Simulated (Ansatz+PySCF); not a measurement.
Results of a calculation; reference values are marked as such.
Several solutions for singlet NH4F in separate pieces

```xyz
6

N     0.0000    0.0000    0.0000
H     0.5945    0.5945    0.5945
H     0.5945   -0.5945   -0.5945
H    -0.5945    0.5945   -0.5945
H    -0.5945   -0.5945    0.5945
F    30.0000    0.0000    0.0000
```

Basis set: cc-pVDZ (spherical functions). Charge 0, multiplicity 1.

UHF was run from several starts with Ansatz (development build ahead of 0.2.0) and PySCF 2.14.0.

| run | program | start | converged | energy (hartree) | <S²> |
| --- | --- | --- | --- | --- | --- |
| A | PySCF | guess huckel, instabilities followed | yes | -156.01570 | 1.00 |
| B | Ansatz | atomic start, no search | yes | -155.92819 | 0.00 |
| C | Ansatz | search for the lowest state | yes | -156.01570 | 1.00 |
| D | PySCF | guess minao, instabilities followed | yes | -155.92819 | 0.00 |
| E | Ansatz | stability test followed | yes | -155.92819 | 0.00 |
| F | PySCF | guess atom, instabilities followed | yes | -155.92819 | 0.00 |
| G | PySCF | guess 1e, instabilities followed | yes | -156.01570 | 1.00 |
| H | PySCF | program defaults | yes | -155.92819 | 0.00 |

(1) Which runs reached the lowest solution of this kind, and what is wrong with the others?

## Answers

(1) A, C, G reached the lowest solution found. Converged but too high: B by 2.38 eV, D by 2.38 eV, E by 2.38 eV, F by 2.38 eV, H by 2.38 eV. Convergence only shows a stationary point, and even a stable one can lie too high; stability tests and further starts are what find lower ones. Caution: the unrestricted determinant is a mixture of spin states.
